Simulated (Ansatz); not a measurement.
# One shape, several levels: PH3S (SMILES [PH3]=S)

Wanted: a comparison of 6 runs (HF/STO-3G, UHF/STO-3G, HSE06/STO-3G, RPA@PBE/STO-3G, UMP2/STO-3G, CCSDT(Q)/STO-3G) of PH3S. 

Program for the calculation: Ansatz 0.2.0.

47 further runs of the same task are left out: 47 set aside as unsound or not needed.

**1. The molecule**

PH3S has 5 atoms, charge 0, and is taken as a singlet. SMILES: `[PH3]=S`. The H3–P1 distance was set to 2.091 Å, away from the relaxed value. At this shape a bond of the SMILES string is far longer than usual.

Bond lengths: P1–S2 1.914 Å, P1–H4 1.394 Å, P1–H5 1.394 Å. Angles: S2–P1–H4 118.2°, S2–P1–H5 118.2°, H4–P1–H5 99.4°.

**2. A single-point energy at HF/STO-3G (run 1)**

Contents of molecule.yaml:

```yaml
crystal:
  periodic: [false, false, false]
  atoms:
    - {symbol: P, position_ang: [0.595286, -0.240860, -0.285773]}
    - {symbol: S, position_ang: [1.849056, -1.175400, 0.817827]}
    - {symbol: H, position_ang: [-1.166840, 0.461930, 0.594540]}
    - {symbol: H, position_ang: [0.054896, -0.910840, -1.382623]}
    - {symbol: H, position_ang: [1.017076, 0.928120, -0.917703]}
basis:
  gaussian:
    orbitals: STO-3G
hamiltonian:
  xc: hf
accuracy: high
```

Run with:

```sh
$ ansatz run molecule.yaml --threads 1 --pin off --max-ram 2610MiB --events-out events.jsonl --progress --plain --runs-dir runs
```

Output:

```text
Warning: RAYON_NUM_THREADS=1 ignored (pool sized by the plan → 1); use --threads N
Functional definition: HF
  name "HF"
  exchange = exact_x
  correlation = 0
365 factors; integrals over basis functions are off by at most 3.9e-8 eV
mean field evaluation 1: about -19905.0169 eV, gradient 2.5e1 eV
mean field evaluation 2: about -19905.0347 eV, gradient 2.5e1 eV
mean field evaluation 4: about -19908.0663 eV, gradient 1.9e0 eV
mean field evaluation 8: about -19908.0930 eV, gradient 5.0e-2 eV
mean field -19908.09305692 eV, -731.6089256515 hartree, gradient 7.6e-9 eV, S^2 0.000000; 0 other end points of the search recorded, 0 dependent functions left out
reference -19908.09305692 eV, -731.6089256515 hartree; 17, 17 occupied and 4, 4 virtual orbitals, 365 factors
Total energy: -19908.09305692 eV, -731.6089256515 hartree
```

Run time: 0.1 s. Hardware: 1 thread of Intel Xeon 6975P-C (Granite Rapids), shared host.

**3. A single-point energy at UHF/STO-3G (run 2)**

Contents of in.yaml:

```yaml
crystal:
  periodic: [false, false, false]
  atoms:
    - {symbol: P, position_ang: [0.595286, -0.240860, -0.285773]}
    - {symbol: S, position_ang: [1.849056, -1.175400, 0.817827]}
    - {symbol: H, position_ang: [-1.166840, 0.461930, 0.594540]}
    - {symbol: H, position_ang: [0.054896, -0.910840, -1.382623]}
    - {symbol: H, position_ang: [1.017076, 0.928120, -0.917703]}
basis:
  gaussian:
    orbitals: STO-3G
magnetization:
  spin_polarized: true
  initial_magnetization: 0
hamiltonian:
  xc: hf
accuracy: high
```

Run with:

```sh
$ ansatz run in.yaml --threads 1 --pin off --max-ram 2610MiB --events-out events.jsonl --progress --plain --runs-dir runs
```

Output:

```text
Warning: RAYON_NUM_THREADS=1 ignored (pool sized by the plan → 1); use --threads N
[... 4 set-up lines as earlier in the session ...]
365 factors; integrals over basis functions are off by at most 3.9e-8 eV
mean field evaluation 1: about -19905.0169 eV, gradient 1.8e1 eV
mean field evaluation 2: about -19905.0347 eV, gradient 1.8e1 eV
mean field evaluation 4: about -19908.0663 eV, gradient 1.3e0 eV
mean field evaluation 8: about -19908.0931 eV, gradient 1.6e-2 eV
mean field evaluation 16: about -19909.3368 eV, gradient 4.4e-1 eV
mean field evaluation 32: about -19909.3309 eV, gradient 6.2e-4 eV
mean field evaluation 64: about -19907.9554 eV, gradient 3.1e-1 eV
mean field -19909.33093172 eV, -731.6544167114 hartree, gradient 1.9e-8 eV, S^2 0.847732; 2 other end points of the search recorded, 0 dependent functions left out
reference -19909.33093172 eV, -731.6544167114 hartree; 17, 17 occupied and 4, 4 virtual orbitals, 365 factors
Total energy: -19909.33093172 eV, -731.6544167114 hartree
```

It took 0.2 s on 1 thread of Intel Xeon 6975P-C (Granite Rapids), shared host.

Runs 3 to 4 aren't shown in full; the table further down has their settings and results.

**4. A single-point energy at UMP2/STO-3G (run 5)**

Edit in.yaml of step 3 so:

```diff
@@ -14,4 +14,5 @@
   initial_magnetization: 0
-hamiltonian:
-  xc: hf
+correlation:
+  method: mp2
+  frozen_orbitals: {H: 0, P: 5, S: 5}
 accuracy: high
```

Run with:

```sh
$ ansatz run in.yaml --threads 1 --pin off --max-ram 2610MiB --events-out events.jsonl --progress --plain --runs-dir runs
```

Output:

```text
Warning: RAYON_NUM_THREADS=1 ignored (pool sized by the plan → 1); use --threads N
[... 4 set-up lines as earlier in the session ...]
365 factors; integrals over basis functions are off by at most 3.9e-8 eV
mean field evaluation 1: about -19905.0169 eV, gradient 1.8e1 eV
mean field evaluation 2: about -19905.0347 eV, gradient 1.8e1 eV
mean field evaluation 4: about -19908.0663 eV, gradient 1.3e0 eV
mean field evaluation 8: about -19908.0931 eV, gradient 1.6e-2 eV
mean field evaluation 16: about -19909.3368 eV, gradient 4.4e-1 eV
mean field evaluation 32: about -19909.3309 eV, gradient 6.2e-4 eV
mean field -19909.33093172 eV, -731.6544167114 hartree, gradient 1.9e-8 eV, S^2 0.847732; 8 other end points of the search recorded, 0 dependent functions left out
10 core orbitals not correlated: weight in the atoms' cores, before any rotation towards them, 1.000 or more for the frozen orbitals, at most 0.000 for the correlated occupied ones
reference -19909.33093172 eV, -731.6544167114 hartree; 7, 7 occupied and 4, 4 virtual orbitals, 365 factors
second order -1.48644877 eV of doubles, -0.00000000 eV of singles
Total energy: -19910.81738049 eV, -731.7090426963 hartree
```

It took 0.22 s on 1 thread of Intel Xeon 6975P-C (Granite Rapids), shared host.

**5. A single-point energy at CCSDT(Q)/STO-3G (run 6)**

Contents of job.yaml:

```yaml
crystal:
  periodic: [false, false, false]
  atoms:
    - {symbol: P, position_ang: [0.595286, -0.240860, -0.285773]}
    - {symbol: S, position_ang: [1.849056, -1.175400, 0.817827]}
    - {symbol: H, position_ang: [-1.166840, 0.461930, 0.594540]}
    - {symbol: H, position_ang: [0.054896, -0.910840, -1.382623]}
    - {symbol: H, position_ang: [1.017076, 0.928120, -0.917703]}
basis:
  gaussian:
    orbitals: STO-3G
correlation:
  method: ccsdt_q
  frozen_orbitals: {H: 0, P: 5, S: 5}
accuracy: high
scf:
  omitted_lower_state_checks: [cluster_reference, increment]
```

Run with:

```sh
$ ansatz run job.yaml --threads 1 --pin off --max-ram 2610MiB --events-out events.jsonl --progress --plain --runs-dir runs
```

Output:

```text
Warning: RAYON_NUM_THREADS=1 ignored (pool sized by the plan → 1); use --threads N
[... 11 lines left out ...]
10 core orbitals not correlated: weight in the atoms' cores, before any rotation towards them, 1.000 or more for the frozen orbitals, at most 0.000 for the correlated occupied ones
[... 31 lines left out ...]
Total energy: -19912.09601194 eV, -731.7560315355 hartree
Checks for a lower state left out: cluster_reference, increment
```

Wall time 0.2 s (1 thread of Intel Xeon 6975P-C (Granite Rapids), shared host).

**6. All runs side by side**

```tsv
run	level	frozen core orbitals	energy (Eh)	wall time
1	HF/STO-3G	–	-731.608926	0.1 s
2	UHF/STO-3G	–	-731.654417	0.2 s
3	HSE06/STO-3G	–	-732.625131	0.66 s
4	RPA@PBE/STO-3G	10	-731.802347	0.8 s
5	UMP2/STO-3G	10	-731.709043	0.22 s
6	CCSDT(Q)/STO-3G	10	-731.756032	0.2 s
```

**7. Summary of results**

| quantity | value |
| --- | --- |
| run 6: total energy | -731.75603 Eh |
| run 6: correlation energy (10 core orbitals frozen) | -147.1 mEh |
| run 6: T1 diagnostic | 0.035 |

What this shows: Below the UHF energy at the same shape and in the same basis (STO-3G): UMP2 -54.6 mEh; CCSDT(Q) -101.6 mEh. Some of these start from another determinant than that one, so these aren't their correlation energies. In run 6 the log says that unrestricted orbitals would lower the reference, so the values rest on an unstable closed-shell determinant (other closed-shell runs at this shape may share the fault). In runs 1, 2, 3, 4, 5, 6 the basis is minimal, so the values are rough. Spin contamination of the reference: run 2 ⟨S²⟩ = 0.85, run 5 ⟨S²⟩ = 0.85. Where it is this large, the reference is a mixture of spin states, and values that rest on it are in doubt. All runs together took 2.2 s, the longest 0.8 s.
